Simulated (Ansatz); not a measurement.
# C4H7F: one species, many methods

Aim: compute C4H7F with functionals from several rungs and with coupled cluster. The yardstick is the atomisation energy at the CCSD(T) limit.

Method: functionals in def2-TZVPP, the program's frozen cores in correlated methods; program: Ansatz 0.2.0, Gaussian basis.

The runs, in order: PBE-D4, r2SCAN-D4, PBE0-D4, B3LYP-D4, ωB97X-V, ωB97M-V, B2PLYP; CCSD(T)/def2-TZVPP; MP2/def2-QZVPP; extrapolation to the limit.

### 1 The geometry

All runs share one geometry, relaxed beforehand with PBE0-D4 in a triple-zeta def2 set.

12 atoms, charge 0, spin multiplicity 1.

Atoms are counted from 1 here; the program's logs count them from 0.

Bond lengths: C1–C2 1.490 Å, C1–H6 1.095 Å, C1–H7 1.094 Å, C1–H8 1.090 Å, C2–C3 1.330 Å, C2–H9 1.088 Å, C3–C4 1.485 Å, C3–H10 1.087 Å, C4–F5 1.390 Å, C4–H11 1.092 Å, C4–H12 1.096 Å. Angles: C2–C1–H6 110.6°, C2–C1–H7 110.3°, C2–C1–H8 113.3°, H6–C1–H7 106.5°, H6–C1–H8 107.8°, H7–C1–H8 108.1°, C1–C2–C3 128.0°, C1–C2–H9 115.0°, C3–C2–H9 117.0°, C2–C3–C4 126.7°, C2–C3–H10 118.7°, C4–C3–H10 114.6°, C3–C4–F5 109.9°, C3–C4–H11 112.8°, C3–C4–H12 110.9°, F5–C4–H11 107.7°, F5–C4–H12 106.7°, H11–C4–H12 108.6°.

### 2 PBE-D4 (GGA)

The input, in.yaml:

```yaml
crystal:
  periodic: [false, false, false]
  atoms:
    - {symbol: C, position_ang: [-1.622398, -0.274975, 0.120010]}
    - {symbol: C, position_ang: [-0.453689, -0.524151, -0.769642]}
    - {symbol: C, position_ang: [0.810921, -0.158828, -0.581066]}
    - {symbol: C, position_ang: [1.355374, 0.583045, 0.584242]}
    - {symbol: F, position_ang: [2.047268, 1.707264, 0.148311]}
    - {symbol: H, position_ang: [-2.016737, -1.218534, 0.510885]}
    - {symbol: H, position_ang: [-2.435492, 0.191722, -0.443703]}
    - {symbol: H, position_ang: [-1.387578, 0.365265, 0.970004]}
    - {symbol: H, position_ang: [-0.676650, -1.080498, -1.677553]}
    - {symbol: H, position_ang: [1.548380, -0.422571, -1.334516]}
    - {symbol: H, position_ang: [0.576969, 0.919293, 1.271766]}
    - {symbol: H, position_ang: [2.071430, -0.032233, 1.140563]}
basis:
  gaussian: {orbitals: def2-TZVPP}
hamiltonian: {xc: pbe, dispersion: d4}
output: {forces: true, orbitals: {seedname: orbitals}}
```

Output (excerpt; [...] marks lines left out):

```text
Functional definition: PBE
  name "PBE"
  cite "Perdew, Burke & Ernzerhof, Phys. Rev. Lett. 77, 3865 (1996) doi:10.1103/PhysRevLett.77.3865"
  parent pbe
[...]
1289 factors; their error is unknown
[...]
mean field -6972.71641088 eV, -256.2426018231 hartree, gradient 1.4e-5 eV, S^2 0.000000; 0 other end points of the search recorded, 0 dependent functions left out
[...]
reference -6972.71645238 eV, -256.2426033481 hartree; 20, 20 occupied and 233, 233 virtual orbitals, 1289 factors
Total energy: -6972.91135636 eV, -256.2497659372 hartree
Atom 0 at    -1.622398    -0.274975     0.120010 Å, force     0.037328    -0.006304    -0.029288 eV/Å
Atom 1 at    -0.453689    -0.524151    -0.769642 Å, force    -0.387180    -0.094040    -0.050373 eV/Å
Atom 2 at     0.810921    -0.158828    -0.581066 Å, force     0.350228     0.090991     0.096873 eV/Å
Atom 3 at     1.355374     0.583045     0.584242 Å, force    -0.199286    -0.342414     0.047370 eV/Å
Atom 4 at     2.047268     1.707264     0.148311 Å, force     0.364257     0.595987    -0.213406 eV/Å
Atom 5 at    -2.016737    -1.218534     0.510885 Å, force    -0.099949    -0.179939     0.084283 eV/Å
Atom 6 at    -2.435492     0.191722    -0.443703 Å, force    -0.179962     0.083240    -0.102664 eV/Å
Atom 7 at    -1.387578     0.365265     0.970004 Å, force     0.044161     0.131217     0.183778 eV/Å
Atom 8 at    -0.676650    -1.080498    -1.677553 Å, force    -0.063232    -0.120630    -0.198308 eV/Å
Atom 9 at     1.548380    -0.422571    -1.334516 Å, force     0.171712    -0.055627    -0.155682 eV/Å
Atom 10 at     0.576969     0.919293     1.271766 Å, force    -0.194710     0.057643     0.185502 eV/Å
Atom 11 at     2.071430    -0.032233     1.140563 Å, force     0.156633    -0.160123     0.151914 eV/Å
Dipole moment:    -0.293500    -0.313807     0.093044 e Å
```

Wall time 2.1 s (4 threads, shared host); peak memory 0.3 GiB.

With the free atoms at this level, -6921.225 eV in sum, the atomisation energy is 51.687 eV. HOMO -6.37 eV, LUMO -0.98 eV.

### 3 r2SCAN-D4 (meta-GGA)

in.yaml: that of step 2 with these lines changed.

```diff
@@ -17,3 +17,3 @@
   gaussian: {orbitals: def2-TZVPP}
-hamiltonian: {xc: pbe, dispersion: d4}
+hamiltonian: {xc: r2scan, dispersion: d4}
 output: {forces: true, orbitals: {seedname: orbitals}}
```

Output (excerpt; [...] marks lines left out):

```text
Functional definition: r2SCAN
  name "r2SCAN"
  cite "Furness, Kaplan, Ning, Perdew & Sun, J. Phys. Chem. Lett. 11, 8208 (2020) doi:10.1021/acs.jpclett.0c02405"
  cite "Furness, Kaplan, Ning, Perdew & Sun, J. Phys. Chem. Lett. 11, 9248 (2020) doi:10.1021/acs.jpclett.0c03077"
  parent r2scan
[...]
1289 factors; their error is unknown
[...]
mean field -6977.39825197 eV, -256.4146563096 hartree, gradient 2.2e-5 eV, S^2 0.000000; 0 other end points of the search recorded, 0 dependent functions left out
[...]
reference -6977.39826329 eV, -256.4146567255 hartree; 20, 20 occupied and 233, 233 virtual orbitals, 1289 factors
Total energy: -6977.44862097 eV, -256.4165073362 hartree
Atom 0 at    -1.622398    -0.274975     0.120010 Å, force    -0.057106     0.025910     0.060498 eV/Å
Atom 1 at    -0.453689    -0.524151    -0.769642 Å, force    -0.155717    -0.069744    -0.091424 eV/Å
Atom 2 at     0.810921    -0.158828    -0.581066 Å, force     0.191760     0.034088    -0.018167 eV/Å
Atom 3 at     1.355374     0.583045     0.584242 Å, force    -0.182511    -0.291075     0.169462 eV/Å
Atom 4 at     2.047268     1.707264     0.148311 Å, force     0.197568     0.312652    -0.130458 eV/Å
Atom 5 at    -2.016737    -1.218534     0.510885 Å, force    -0.009317     0.014337    -0.006730 eV/Å
Atom 6 at    -2.435492     0.191722    -0.443703 Å, force     0.001027    -0.018330     0.009231 eV/Å
Atom 7 at    -1.387578     0.365265     0.970004 Å, force    -0.007430    -0.016423    -0.017502 eV/Å
Atom 8 at    -0.676650    -1.080498    -1.677553 Å, force    -0.012243    -0.003853     0.000664 eV/Å
Atom 9 at     1.548380    -0.422571    -1.334516 Å, force     0.012239     0.006483     0.005447 eV/Å
Atom 10 at     0.576969     0.919293     1.271766 Å, force     0.004166     0.005622     0.008373 eV/Å
Atom 11 at     2.071430    -0.032233     1.140563 Å, force     0.017564     0.000333     0.010605 eV/Å
Dipole moment:    -0.304644    -0.325119     0.099019 e Å
```

Wall time 3.6 s (4 threads, shared host); peak memory 0.33 GiB.

With the free atoms at this level, -6926.898 eV in sum, the atomisation energy is 50.551 eV. HOMO -6.57 eV, LUMO -0.73 eV.

### 4 PBE0-D4 (hybrid)

in.yaml: that of step 3 with these lines changed.

```diff
@@ -17,3 +17,3 @@
   gaussian: {orbitals: def2-TZVPP}
-hamiltonian: {xc: r2scan, dispersion: d4}
-output: {forces: true, orbitals: {seedname: orbitals}}
+hamiltonian: {xc: pbe0, dispersion: d4}
+output: {orbitals: {seedname: orbitals}}
```

Output:

```text
Functional definition: PBE0
  name "PBE0"
  cite "Adamo & Barone, J. Chem. Phys. 110, 6158 (1999) doi:10.1063/1.478522"
  cite "Perdew, Burke & Ernzerhof, Phys. Rev. Lett. 77, 3865 (1996) doi:10.1103/PhysRevLett.77.3865"
  parent pbe
  parameter a = 0.25
  parameter kappa = 0.804
  parameter beta = 0.06672455060314922
  exchange = (1 - a)*pbe_x(kappa = kappa, mu = beta*pi^2/3) + a*exact_x
  correlation = pbe_c(beta = beta)
1289 factors; their error is unknown
mean field evaluation 1: about -6965.7771 eV, gradient 5.7e1 eV
mean field evaluation 2: about -6964.6399 eV, gradient 6.0e1 eV
mean field evaluation 4: about -6973.3310 eV, gradient 3.2e0 eV
mean field evaluation 8: about -6973.3501 eV, gradient 6.0e-2 eV
mean field evaluation 16: about -6973.3489 eV, gradient 8.3e-5 eV
mean field -6973.34888501 eV, -256.2658448185 hartree, gradient 8.3e-5 eV, S^2 0.000000; 0 other end points of the search recorded, 0 dependent functions left out
reference -6973.34891493 eV, -256.2658459181 hartree; 20, 20 occupied and 233, 233 virtual orbitals, 1289 factors
Total energy: -6973.51169638 eV, -256.2718280260 hartree
```

Run time: 2.3 s. Hardware: 4 threads, shared host; peak memory 0.54 GiB.

Atomisation energy: 50.801 eV (free atoms -6922.711 eV, run apart). HOMO -7.51 eV, LUMO 0.07 eV.

### 5 B3LYP-D4 (hybrid)

B3LYP here takes the VWN-RPA correlation.

in.yaml: that of step 4 with these lines changed.

```diff
@@ -17,3 +17,3 @@
   gaussian: {orbitals: def2-TZVPP}
-hamiltonian: {xc: pbe0, dispersion: d4}
-output: {orbitals: {seedname: orbitals}}
+hamiltonian: {xc: {name: B3LYP}, dispersion: d4}
+output: {forces: true, orbitals: {seedname: orbitals}}
```

Output (excerpt; [...] marks lines left out):

```text
Functional definition: B3LYP
  name "B3LYP"
  cite "Stephens, Devlin, Chabalowski & Frisch, J. Phys. Chem. 98, 11623 (1994) doi:10.1021/j100096a001"
  cite "Becke, Phys. Rev. A 38, 3098 (1988) doi:10.1103/PhysRevA.38.3098"
  cite "Lee, Yang & Parr, Phys. Rev. B 37, 785 (1988) doi:10.1103/PhysRevB.37.785"
  cite "Vosko, Wilk & Nusair, Can. J. Phys. 58, 1200 (1980) doi:10.1139/p80-159"
[...]
1289 factors; their error is unknown
[...]
mean field -6981.54288386 eV, -256.5669687223 hartree, gradient 2.6e-5 eV, S^2 0.000000; 0 other end points of the search recorded, 0 dependent functions left out
[...]
reference -6981.54315420 eV, -256.5669786569 hartree; 20, 20 occupied and 233, 233 virtual orbitals, 1289 factors
Total energy: -6981.85252305 eV, -256.5783477524 hartree
Atom 0 at    -1.622398    -0.274975     0.120010 Å, force    -0.171611     0.028535     0.115167 eV/Å
[...]
Atom 2 at     0.810921    -0.158828    -0.581066 Å, force     0.065147    -0.074716    -0.150307 eV/Å
Atom 3 at     1.355374     0.583045     0.584242 Å, force    -0.159546    -0.293236     0.293209 eV/Å
Atom 4 at     2.047268     1.707264     0.148311 Å, force     0.214952     0.355518    -0.122643 eV/Å
Atom 5 at    -2.016737    -1.218534     0.510885 Å, force     0.005349     0.044034    -0.007863 eV/Å
Atom 6 at    -2.435492     0.191722    -0.443703 Å, force     0.024745    -0.017850     0.034765 eV/Å
Atom 7 at    -1.387578     0.365265     0.970004 Å, force    -0.026623    -0.034937    -0.042715 eV/Å
Atom 8 at    -0.676650    -1.080498    -1.677553 Å, force     0.005943     0.034808     0.060216 eV/Å
Atom 9 at     1.548380    -0.422571    -1.334516 Å, force    -0.041186     0.017850     0.053419 eV/Å
Atom 10 at     0.576969     0.919293     1.271766 Å, force     0.067040    -0.017968    -0.032808 eV/Å
Atom 11 at     2.071430    -0.032233     1.140563 Å, force    -0.035071     0.042350    -0.017730 eV/Å
Dipole moment:    -0.305294    -0.335153     0.099345 e Å
```

It took 3.4 s on 4 threads, shared host; peak memory 0.67 GiB.

Atomisation energy: 50.483 eV (free atoms -6931.370 eV, run apart). HOMO -7.30 eV, LUMO -0.17 eV.

### 6 ωB97X-V (range-separated)

in.yaml: that of step 5 with these lines changed.

```diff
@@ -17,3 +17,3 @@
   gaussian: {orbitals: def2-TZVPP}
-hamiltonian: {xc: {name: B3LYP}, dispersion: d4}
-output: {forces: true, orbitals: {seedname: orbitals}}
+hamiltonian: {xc: {name: wB97X-V}}
+output: {orbitals: {seedname: orbitals}}
```

Output (excerpt; [...] marks lines left out):

```text
Functional definition: wB97X-V
  name "wB97X-V"
  cite "Mardirossian & Head-Gordon, Phys. Chem. Chem. Phys. 16, 9904 (2014) doi:10.1039/C3CP54374A"
  cite "Becke, J. Chem. Phys. 107, 8554 (1997) doi:10.1063/1.475007"
  cite "Vydrov & Van Voorhis, J. Chem. Phys. 133, 244103 (2010) doi:10.1063/1.3521275"
[...]
      + integral(e_c_pw_opposite_spin*poly(b97_u_opposite, cos0, cos1)) + vv10(b, c)
1289 factors; their error is unknown
330 factors; integrals over basis functions are off by at most 8.4e-6 eV
[...]
mean field -6979.08972181 eV, -256.4768166796 hartree, gradient 2.7e-5 eV, S^2 0.000000; 0 other end points of the search recorded, 0 dependent functions left out
reference -6979.08971990 eV, -256.4768166096 hartree; 20, 20 occupied and 233, 233 virtual orbitals, 1289 factors
Total energy: -6979.08971990 eV, -256.4768166096 hartree
```

It took 5 s on 4 threads, shared host; peak memory 0.67 GiB.

With the free atoms at this level, -6928.671 eV in sum, the atomisation energy is 50.419 eV. HOMO -9.85 eV, LUMO 2.33 eV.

### 7 ωB97M-V (range-separated)

in.yaml: that of step 6 with these lines changed.

```diff
@@ -17,3 +17,3 @@
   gaussian: {orbitals: def2-TZVPP}
-hamiltonian: {xc: {name: wB97X-V}}
-output: {orbitals: {seedname: orbitals}}
+hamiltonian: {xc: {name: wB97M-V}}
+output: {forces: true, orbitals: {seedname: orbitals}}
```

Output (excerpt; [...] marks lines left out):

```text
Functional definition: wB97M-V
  name "wB97M-V"
  cite "Mardirossian & Head-Gordon, J. Chem. Phys. 144, 214110 (2016) doi:10.1063/1.4952647"
  cite "Becke, J. Chem. Phys. 107, 8554 (1997) doi:10.1063/1.475007"
  cite "Vydrov & Van Voorhis, J. Chem. Phys. 133, 244103 (2010) doi:10.1063/1.3521275"
  # Of w^i u^j: cxij and so on, Table III.
[...]
  gx(w, u) = 1 - cx + cx01*u + cx10*w
  gss(w, u) = css00 + css04*u^4 + css10*w + css20*w^2 + css43*w^4*u^3
  gos(w, u) = cos00 + cos10*w + (cos20 + cos21*u)*w^2 + (cos60 + cos61*u)*w^6
[...]
      + integral(e_c_pw_mod_opposite_spin*gos(b97_w_opposite, b97_u_opposite)) + vv10(b, c)
1289 factors; their error is unknown
330 factors; integrals over basis functions are off by at most 8.4e-6 eV
[...]
Atom 2 at     0.810921    -0.158828    -0.581066 Å, force    -0.080603    -0.122498    -0.219453 eV/Å
Atom 3 at     1.355374     0.583045     0.584242 Å, force    -0.056713    -0.137813     0.351576 eV/Å
Atom 4 at     2.047268     1.707264     0.148311 Å, force     0.099853     0.173949    -0.088494 eV/Å
Atom 5 at    -2.016737    -1.218534     0.510885 Å, force     0.044586     0.083158    -0.032311 eV/Å
Atom 6 at    -2.435492     0.191722    -0.443703 Å, force     0.078377    -0.032140     0.051061 eV/Å
Atom 7 at    -1.387578     0.365265     0.970004 Å, force    -0.026377    -0.047488    -0.068922 eV/Å
Atom 8 at    -0.676650    -1.080498    -1.677553 Å, force     0.026135     0.044969     0.070477 eV/Å
Atom 9 at     1.548380    -0.422571    -1.334516 Å, force    -0.057167     0.022345     0.054367 eV/Å
Atom 10 at     0.576969     0.919293     1.271766 Å, force     0.078945    -0.025095    -0.060712 eV/Å
Atom 11 at     2.071430    -0.032233     1.140563 Å, force    -0.075638     0.059973    -0.053476 eV/Å
Dipole moment:    -0.302807    -0.332156     0.099650 e Å
```

It took 7 s on 4 threads, shared host; peak memory 0.85 GiB.

With the free atoms at this level, -6927.736 eV in sum, the atomisation energy is 50.523 eV. HOMO -9.75 eV, LUMO 2.19 eV.

### 8 B2PLYP (double hybrid)

in.yaml: that of step 7 with these lines changed.

```diff
@@ -17,3 +17,2 @@
   gaussian: {orbitals: def2-TZVPP}
-hamiltonian: {xc: {name: wB97M-V}}
-output: {forces: true, orbitals: {seedname: orbitals}}
+hamiltonian: {xc: {name: B2PLYP}}
```

Output (excerpt; [...] marks lines left out):

```text
Functional definition: B2PLYP
  name "B2PLYP"
  cite "Grimme, J. Chem. Phys. 124, 034108 (2006) doi:10.1063/1.2148954"
  cite "Becke, Phys. Rev. A 38, 3098 (1988) doi:10.1103/PhysRevA.38.3098"
  cite "Lee, Yang & Parr, Phys. Rev. B 37, 785 (1988) doi:10.1103/PhysRevB.37.785"
[...]
1507 factors; integrals over basis functions are off by at most 9.7e-4 eV
[...]
mean field -6967.65115363 eV, -256.0564570522 hartree, gradient 3.7e-6 eV, S^2 0.000000; 0 other end points of the search recorded, 0 dependent functions left out
5 core orbitals not correlated: weight in the atoms' cores, before any rotation towards them, 1.000 or more for the frozen orbitals, at most 0.000 for the correlated occupied ones
reference -6967.65132230 eV, -256.0564632508 hartree; 15, 15 occupied and 233, 233 virtual orbitals, 1507 factors
second order -30.05371777 eV of doubles, -0.00000000 eV of singles
Total energy: -6975.76582610 eV, -256.3546657652 hartree
```

It took 4.2 s on 4 threads, shared host; peak memory 0.67 GiB.

Atomisation energy: 50.006 eV (free atoms -6925.760 eV, run apart).

### 9 Frontier levels by functional

Dipoles come from the runs that computed forces. Levels are read from the orbital files that the runs wrote:

```
functional  HOMO (eV)  LUMO (eV)  gap (eV)  dipole (D)
    PBE-D4      -6.37      -0.98      5.39        2.11
 r2SCAN-D4      -6.57      -0.73      5.83        2.19
   PBE0-D4      -7.51       0.07      7.58            
  B3LYP-D4      -7.30      -0.17      7.13        2.23
   ωB97X-V      -9.85       2.33     12.18            
   ωB97M-V      -9.75       2.19     11.94        2.21
```

### 10 CCSD(T) in def2-TZVPP

in.yaml: that of step 8 with these lines changed.

```diff
@@ -17,2 +17,2 @@
   gaussian: {orbitals: def2-TZVPP}
-hamiltonian: {xc: {name: B2PLYP}}
+correlation: {method: ccsd_t}
```

Output (excerpt; [...] marks lines left out):

```text
Functional definition: HF
  name "HF"
  cite "Fock, Z. Phys. 61, 126 (1930) doi:10.1007/BF01340294"
  parent pbe
[...]
1507 factors; integrals over basis functions are off by at most 9.7e-4 eV
[...]
mean field -6940.60295893 eV, -255.0624542311 hartree, gradient 7.1e-6 eV, S^2 0.000000; 0 other end points of the search recorded, 0 dependent functions left out
5 core orbitals not correlated: weight in the atoms' cores, before any rotation towards them, 1.000 or more for the frozen orbitals, at most 0.000 for the correlated occupied ones
reference -6940.60295893 eV, -255.0624542311 hartree; 15, 15 occupied and 233, 233 virtual orbitals, 1507 factors
second order -24.98089432 eV of doubles, -0.00000000 eV of singles
cycle   1  -25.37921127 eV  change   -4.0e-1 eV  update   9.9e-2
[...]
cycle   9  -26.07273421 eV  change   -1.2e-5 eV  update   2.3e-5
perturbative correction -1.00731701 eV, -0.0370182172 hartree
Total energy: -6967.68301015 eV, -256.0576277578 hartree
```

Run time: 1.9 min. Hardware: 4 threads, shared host; peak memory 6 GiB.

### 11 MP2 in def2-QZVPP

in.yaml: that of step 10 with these lines changed.

```diff
@@ -16,3 +16,3 @@
 basis:
-  gaussian: {orbitals: def2-TZVPP}
-correlation: {method: ccsd_t}
+  gaussian: {orbitals: "def2-QZVPP.json"}
+correlation: {method: mp2}
```

Output:

```text
Functional definition: HF
  name "HF"
  cite "Fock, Z. Phys. 61, 126 (1930) doi:10.1007/BF01340294"
  parent pbe
  exchange = exact_x
  correlation = 0
2960 factors; integrals over basis functions are off by at most 7.6e-4 eV
mean field evaluation 1: about -6937.1820 eV, gradient 3.7e1 eV
mean field evaluation 2: about -6937.3211 eV, gradient 3.7e1 eV
mean field evaluation 4: about -6940.8682 eV, gradient 4.1e0 eV
mean field evaluation 8: about -6940.9181 eV, gradient 2.5e-1 eV
mean field -6940.91831340 eV, -255.0740432940 hartree, gradient 2.6e-6 eV, S^2 0.000000; 0 other end points of the search recorded, 0 dependent functions left out
5 core orbitals not correlated: weight in the atoms' cores, before any rotation towards them, 1.000 or more for the frozen orbitals, at most 0.000 for the correlated occupied ones
reference -6940.91831340 eV, -255.0740432940 hartree; 15, 15 occupied and 475, 475 virtual orbitals, 2960 factors
second order -26.80226454 eV of doubles, -0.00000000 eV of singles
Total energy: -6967.72057793 eV, -256.0590083485 hartree
```

It took 18 s on 4 threads, shared host; peak memory 3.3 GiB.

The pieces so far (eV):

| basis | HF | MP2 correlation | CCSD correlation | (T) | total |
| --- | --- | --- | --- | --- | --- |
| def2-TZVPP | -6940.6030 | -24.9809 | -26.0727 | -1.0073 | -6967.6830 |
| def2-QZVPP | -6940.9183 | -26.8023 |  |  | -6967.7206 (MP2) |

The report of the def2-TZVPP run gives T1 = 0.0105.

### 12 From triple and quadruple zeta to the limit

This step is arithmetic on the last runs, with X = 3 and 4: exp(−7.88√X) for Hartree-Fock, X^−2.97 for correlation; only MP2 was run in the larger set, so CCSD(T) minus MP2 is added from the smaller one.

```csv
level,energy at the limit (eV)
HF,-6940.9617
MP2,-6969.1132
CCSD,-6970.2050
CCSD(T),-6971.2123
```

### 13 Atomisation energies

Atomisation energy = energies of 4 C, 1 F, 7 H (separate runs, same level) minus the molecule's; electronic only, no spin-orbit term.

Differences are taken before rounding.

```csv
method,rung,atomisation energy (eV),from CCSD(T)/CBS (eV),time
PBE-D4,GGA,51.687,+1.322,2.1 s
r2SCAN-D4,meta-GGA,50.551,+0.186,3.6 s
PBE0-D4,hybrid,50.801,+0.437,2.3 s
B3LYP-D4,hybrid,50.483,+0.119,3.4 s
ωB97X-V,range-separated,50.419,+0.055,5 s
ωB97M-V,range-separated,50.523,+0.159,7 s
B2PLYP,double hybrid,50.006,-0.359,4.2 s
HF/def2-TZVPP,wavefunction,37.608,-12.756,
MP2/def2-TZVPP,wavefunction,50.011,-0.353,
CCSD/def2-TZVPP,wavefunction,48.554,-1.810,
CCSD(T)/def2-TZVPP,wavefunction,49.247,-1.118,1.9 min
MP2/CBS,wavefunction,51.129,+0.764,
CCSD(T)/CBS,wavefunction,50.364,0,2.2 min
```

Among the levels timed on like hardware and quicker than the yardstick, those that no quicker one beats, quickest first: PBE-D4 (2.1 s, +1.322 eV); PBE0-D4 (2.3 s, +0.437 eV); B3LYP-D4 (3.4 s, +0.119 eV); ωB97X-V (5 s, +0.055 eV).

B2PLYP carry no dispersion term (for B3LYP, D4 adds 0.309 eV).

Times are those of the molecule's run; HF, MP2 and CCSD come out of the CCSD(T) runs, and the limit's time is the sum of the runs that it needs.

### 14 Outcome

| quantity | value |
| --- | --- |
| atomisation energy, CCSD(T)/CBS | 50.364 eV |
| functionals within 0.252 eV (0.5 %) | r2SCAN-D4, B3LYP-D4, ωB97X-V, ωB97M-V |
| farthest | PBE-D4 (+1.322 eV) |
| mean size of error, hybrid | 0.278 eV |
| mean size of error, range-separated | 0.107 eV |
| gap, smallest and largest | 5.39 eV (PBE-D4), 12.18 eV (ωB97X-V) |
| T1 diagnostic | 0.0105 |
| triples share of the correlation energy | 3.7 % |

What this shows: PBE-D4 is off by +1.322 eV. Double hybrids carry the basis error of their MP2 part in triple zeta, and no dispersion term here, so their miss is partly the set-up's. Misses under about 0.252 eV are within the doubt on the reference itself, which lacks core-valence correlation, relativity and higher excitations. Hartree-Fock recovers 75 % of the binding; the rest is correlation. Orbital gaps span 5.4 to 12.2 eV; exact exchange widens them.

ωB97X-V reaches 0.055 eV from the reference in 5 s, where CCSD(T)/CBS took 2.2 min; the quickest level in the cost chart, PBE-D4, takes 2.1 s and misses by 1.322 eV.
